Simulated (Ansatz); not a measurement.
# BH₃S: how energies converge with the basis set

The task here is to estimate one member of a computed series from the others.

Method: one geometry, several basis sets; program: Ansatz 0.2.0, Gaussian basis.

Plan: PBE0-D4/def2-SVP; ωB97M-V/def2-SVP; PBE0-D4/def2-QZVPP; ωB97M-V/def2-QZVPP; CCSD(T)/cc-pV(D+d)Z; CCSD(T)/cc-pV(T+d)Z; CCSD(T)/cc-pV(Q+d)Z; the functionals' def2-TZVPP values are taken from earlier runs.

### Structure used throughout

An earlier PBE0-D4 in a triple-zeta def2 set relaxation fixed the geometry.

SMILES `BS`, 5 atoms, charge 0, spin multiplicity 1.

Atoms are counted from 1 here; the program's logs count them from 0.

Bond lengths: B1–S2 1.765 Å, B1–H3 1.192 Å, B1–H4 1.190 Å, S2–H5 1.344 Å. Angles: S2–B1–H3 115.8°, S2–B1–H4 121.4°, H3–B1–H4 122.7°, B1–S2–H5 99.2°.

Geometry (Å):

| atom | x (Å) | y (Å) | z (Å) |
| --- | --- | --- | --- |
| B1 | -0.39209 | -0.42101 | 0.08813 |
| S2 | 0.16165 | 1.23692 | -0.15427 |
| H3 | -1.56286 | -0.55639 | 0.26424 |
| H4 | 0.36711 | -1.33763 | 0.07420 |
| H5 | 1.47609 | 1.00440 | -0.31360 |

Set-up of the first run:

Input file in.yaml:

```yaml
crystal:
  periodic: [false, false, false]
  atoms:
    - {symbol: B, position_ang: [-0.392094, -0.421012, 0.088133]}
    - {symbol: S, position_ang: [0.161655, 1.236922, -0.154268]}
    - {symbol: H, position_ang: [-1.562860, -0.556387, 0.264240]}
    - {symbol: H, position_ang: [0.367105, -1.337626, 0.074199]}
    - {symbol: H, position_ang: [1.476094, 1.004404, -0.313604]}
basis:
  gaussian: {orbitals: def2-SVP}
hamiltonian: {xc: pbe0, dispersion: d4}
output: {orbitals: {seedname: orbitals}}
```

Steps of the session up to this table: PBE0-D4 in def2-SVP; ωB97M-V in def2-SVP; PBE0-D4 in def2-QZVPP; ωB97M-V in def2-QZVPP.

One table of the session follows, with a row left open; its other results are not shown here.

```
functional       basis  HOMO (eV)
   PBE0-D4    def2-SVP          ?
   PBE0-D4  def2-TZVPP      -8.48
   PBE0-D4  def2-QZVPP      -8.49
   ωB97M-V    def2-SVP     -10.57
   ωB97M-V  def2-TZVPP     -10.67
   ωB97M-V  def2-QZVPP     -10.69
```

Estimate the missing values for PBE0-D4, def2-SVP.

The run gave: HOMO (eV): -8.41. In the column «HOMO (eV)» it is the highest.
